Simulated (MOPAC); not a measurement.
Input file for MOPAC: PM3 on acetamide (SMILES CC(N)=O), a point of a torsion scan.

```
PM3 1SCF PRECISE CHARGE=0 THREADS=1
C2H5NO

C     -1.06149393 1     0.08246335 1    -0.24511074 1
C      0.17101572 1    -0.27421972 1     0.55849993 1
N      1.33265559 1     0.21058585 1     0.02463156 1
O      0.13877593 1    -0.83150871 1     1.62865128 1
H     -1.07949455 1     1.15100049 1    -0.44555802 1
H     -1.05020823 1    -0.45207954 1    -1.19319976 1
H     -1.95055306 1    -0.19758429 1     0.31127576 1
H      2.18652246 1    -0.26490783 1     0.27217655 1
H      1.31107019 1     0.57221070 1    -0.91577766 1
```

Output:

```
*******************************************************************************
 **                                                                           **
 **                              MOPAC v23.2.5                                **
 **                                                                           **
 *******************************************************************************
 ** MOPAC's Digital Object Identifier: https://doi.org/10.5281/zenodo.6511958 **
 **                                                                           **
 ** Please cite the open-source release paper for use of this MOPAC version:  **
 ** J. E. Moussa and J. J. P. Stewart (2026)                                  **
 ** MOPAC: An open-source semiempirical molecular orbital program             **
 ** J. Open Source Softw., 11(119), 8025, https://doi.org/10.21105/joss.08025 **
 *******************************************************************************

                              PM3 CALCULATION RESULTS

 *******************************************************************************
 *  PM3        - The PM3 Hamiltonian to be used
 *
 *
 *
 *                 CHARGE ON SYSTEM = 0
 *
 *
 *
 *  PRECISE    - TIGHTER CRITERIA TO BE USED
 *  1SCF       - DO 1 SCF AND THEN STOP
 *  THREADS=1  - MULTI-THREADING NOT USED
 *  T=         - A TIME OF 172800.0 SECONDS REQUESTED
 *  DUMP=N     - RESTART FILE WRITTEN EVERY 7200.0 SECONDS REQUESTED
 *******************************************************************************
PM3 1SCF PRECISE CHARGE=0 THREADS=1
 C2H5NO

   ATOM   CHEMICAL          X               Y               Z
  NUMBER   SYMBOL      (ANGSTROMS)     (ANGSTROMS)     (ANGSTROMS)

     1       C         -1.06149393  *   0.08246335  *  -0.24511074  *
     2       C          0.17101572  *  -0.27421972  *   0.55849993  *
     3       N          1.33265559  *   0.21058585  *   0.02463156  *
     4       O          0.13877593  *  -0.83150871  *   1.62865128  *
     5       H         -1.07949455  *   1.15100049  *  -0.44555802  *
     6       H         -1.05020823  *  -0.45207954  *  -1.19319976  *
     7       H         -1.95055306  *  -0.19758429  *   0.31127576  *
     8       H          2.18652246  *  -0.26490783  *   0.27217655  *
     9       H          1.31107019  *   0.57221070  *  -0.91577766  *



          CARTESIAN COORDINATES

    NO.       ATOM           X           Y           Z

     1         C         -1.0615      0.0825     -0.2451
     2         C          0.1710     -0.2742      0.5585
     3         N          1.3327      0.2106      0.0246
     4         O          0.1388     -0.8315      1.6287
     5         H         -1.0795      1.1510     -0.4456
     6         H         -1.0502     -0.4521     -1.1932
     7         H         -1.9506     -0.1976      0.3113
     8         H          2.1865     -0.2649      0.2722
     9         H          1.3111      0.5722     -0.9158

  H: (PM3): J. J. P. STEWART, J. COMP. CHEM. 10, 209 (1989).
  C: (PM3): J. J. P. STEWART, J. COMP. CHEM. 10, 209 (1989).
  N: (PM3): J. J. P. STEWART, J. COMP. CHEM. 10, 209 (1989).
  O: (PM3): J. J. P. STEWART, J. COMP. CHEM. 10, 209 (1989).

           Empirical Formula: C2 H5 N O  =     9 atoms



      MOLECULAR POINT GROUP   :   C1


      RHF CALCULATION, NO. OF DOUBLY OCCUPIED LEVELS = 12


 -------------------------------------------------------------------------------
 PM3 1SCF PRECISE CHARGE=0 THREADS=1
 C2H5NO



     1SCF WAS SPECIFIED, SO BFGS WAS NOT USED
     SCF FIELD WAS ACHIEVED


                              PM3 CALCULATION
                                                       MOPAC v23.2.5 Linux




          FINAL HEAT OF FORMATION =        -45.38400 KCAL/MOL =    -189.88664 KJ/MOL


          COSMO AREA              =         95.24 SQUARE ANGSTROMS
          COSMO VOLUME            =         77.89 CUBIC ANGSTROMS

          IONIZATION POTENTIAL    =         10.037448 EV
          HOMO LUMO ENERGIES (EV) =        -10.037  1.215
          NO. OF FILLED LEVELS    =         12
          MOLECULAR WEIGHT        =         59.0676         POINT GROUP:  C1

          MOLECULAR DIMENSIONS (Angstroms)

            Atom       Atom       Distance
            H     8    H     7     4.13781
            H     9    O     4     2.90555
            H     6    H     5     1.76297


          SCF CALCULATIONS        =          1





   ATOM   CHEMICAL          X               Y               Z
  NUMBER   SYMBOL      (ANGSTROMS)     (ANGSTROMS)     (ANGSTROMS)

     1       C         -1.06149393  *   0.08246335  *  -0.24511074  *
     2       C          0.17101572  *  -0.27421972  *   0.55849993  *
     3       N          1.33265559  *   0.21058585  *   0.02463156  *
     4       O          0.13877593  *  -0.83150871  *   1.62865128  *
     5       H         -1.07949455  *   1.15100049  *  -0.44555802  *
     6       H         -1.05020823  *  -0.45207954  *  -1.19319976  *
     7       H         -1.95055306  *  -0.19758429  *   0.31127576  *
     8       H          2.18652246  *  -0.26490783  *   0.27217655  *
     9       H          1.31107019  *   0.57221070  *  -0.91577766  *

                             CARTESIAN COORDINATES

   1    C       -1.061493930     0.082463350    -0.245110740
   2    C        0.171015720    -0.274219720     0.558499930
   3    N        1.332655590     0.210585850     0.024631560
   4    O        0.138775930    -0.831508710     1.628651280
   5    H       -1.079494550     1.151000490    -0.445558020
   6    H       -1.050208230    -0.452079540    -1.193199760
   7    H       -1.950553060    -0.197584290     0.311275760
   8    H        2.186522460    -0.264907830     0.272176550
   9    H        1.311070190     0.572210700    -0.915777660


           Empirical Formula: C2 H5 N O  =     9 atoms



      MOLECULAR POINT GROUP   :   C1


                  EIGENVALUES
 -38.47613 -32.29338 -28.09201 -19.90137 -17.29346 -17.13966 -15.71017 -14.57547
 -13.78423 -13.23785 -10.85637 -10.03745   1.21513   1.81047   3.11271   3.79057
   3.97983   4.09088   4.64902   5.77593   7.38159


              NET ATOMIC CHARGES AND DIPOLE CONTRIBUTIONS

  ATOM NO.   TYPE          CHARGE      No. of ELECS.   s-Pop       p-Pop
    1          C          -0.156192        4.1562     1.14023     3.01596
    2          C           0.220264        3.7797     1.20385     2.57589
    3          N          -0.001246        5.0012     1.33570     3.66554
    4          O          -0.369789        6.3698     1.86158     4.50820
    5          H           0.061430        0.9386     0.93857
    6          H           0.054489        0.9455     0.94551
    7          H           0.073681        0.9263     0.92632
    8          H           0.062471        0.9375     0.93753
    9          H           0.054892        0.9451     0.94511
 DIPOLE           X         Y         Z       TOTAL
 POINT-CHG.     0.441     1.346    -2.612     2.971
 HYBRID         0.068    -0.420    -0.811     0.916
 SUM            0.509     0.927    -3.423     3.582


          ATOMIC ORBITAL ELECTRON POPULATIONS

     Atom    s        px        py        pz
    1  C   1.14023   0.99388   1.01687   1.00522
    2  C   1.20385   0.90059   0.79837   0.87693
    3  N   1.33570   0.98840   1.49435   1.18279
    4  O   1.86158   1.88127   1.39109   1.23585
    5  H   0.93857
    6  H   0.94551
    7  H   0.92632
    8  H   0.93753
    9  H   0.94511

 **********************
 *                    *
 * JOB ENDED NORMALLY *
 *                    *
 **********************




 == MOPAC DONE ==
```

The run finished.

Cost: roughly 0.020 core-seconds.
